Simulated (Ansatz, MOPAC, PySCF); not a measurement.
Process, species as SMILES: FC(F)(F)C=O [2,2,2-trifluoroacetaldehyde] + 6 [H][H] (H2) -> 2 C (CH4) + 3 F (HF) + O (H2O)

Quantity: energy of full hydrogenation (enthalpy at 298 K), in kcal/mol. Terms: 6-31G* and kin with 6d, 5d where marked; valence correlation only; 6-311+G** with 5d; non-relativistic; spin-orbit terms left out; dispersion terms only where a functional's name holds one. CBS marks a two-point X^-3 extrapolation of the correlation energy; Hartree-Fock from the larger set. The bracket is a focal-point correction in the basis named. First-principles rows: single points at B3LYP-D3(BJ) geometries (Ansatz, a quantum-chemistry and plane-wave program), with unscaled harmonic terms from B3LYP/6-31G* (Ansatz) at its own minima. Semi-empirical rows: MOPAC heats of formation at their own minima for 298 K.

Coupled cluster (Ansatz) is a level with limits of its own, used here on species with T1 under 0.025 (0.045 for open shells) and stable references: RI-MP2/CBS(aug-cc-pVTZ,aug-cc-pVQZ)+[CCSD(T)-MP2]/aug-cc-pVTZ.

Value to compare with, RI-MP2/CBS(aug-cc-pVTZ,aug-cc-pVQZ)+[CCSD(T)-MP2]/aug-cc-pVTZ (Ansatz): -105.0 kcal/mol.

```json
[
 {"level": "AM1", "program": "MOPAC", "energy of full hydrogenation (enthalpy at 298 K) (kcal/mol)": "-81.0", "difference": "24.0"},
 {"level": "SVWN5/6-31G*", "program": "Ansatz", "energy of full hydrogenation (enthalpy at 298 K) (kcal/mol)": "-45.6", "difference": "59.4"},
 {"level": "PBE/6-311+G**", "program": "Ansatz", "energy of full hydrogenation (enthalpy at 298 K) (kcal/mol)": "-101.9", "difference": "3.1"},
 {"level": "BP86/6-31G* (5d)", "program": "PySCF", "energy of full hydrogenation (enthalpy at 298 K) (kcal/mol)": "-40.5", "difference": "64.5"},
 {"level": "B3LYP/6-31G", "program": "Ansatz", "energy of full hydrogenation (enthalpy at 298 K) (kcal/mol)": "-73.7", "difference": "31.3"},
 {"level": "B3LYP/6-31G*", "program": "Ansatz", "energy of full hydrogenation (enthalpy at 298 K) (kcal/mol)": "-49.9", "difference": "55.1"},
 {"level": "B3PW91/6-31G* (5d)", "program": "PySCF", "energy of full hydrogenation (enthalpy at 298 K) (kcal/mol)": "-56.5", "difference": "48.5"},
 {"level": "B3LYP-D3(BJ)/def2-TZVPD", "program": "Ansatz + dftd3", "energy of full hydrogenation (enthalpy at 298 K) (kcal/mol)": "-97.0", "difference": "8.0"}
]
```

Among the 7 habitual levels, BP86/6-31G* (5d) lies farthest from RI-MP2/CBS(aug-cc-pVTZ,aug-cc-pVQZ)+[CCSD(T)-MP2]/aug-cc-pVTZ (Ansatz) (64.5 kcal/mol) and PBE/6-311+G** nearest (3.1); 7 of 7 lie above it, and their mean absolute difference is 40.8 kcal/mol, the median 48.5. One case shows no general order.

The levels are drawn from those run, B3LYP/6-31G* more often than the rest, none by its result; left out are runs that failed, that the program found above a lower state of the same kind, or whose <S^2> lies over 0.5 above the pure value.
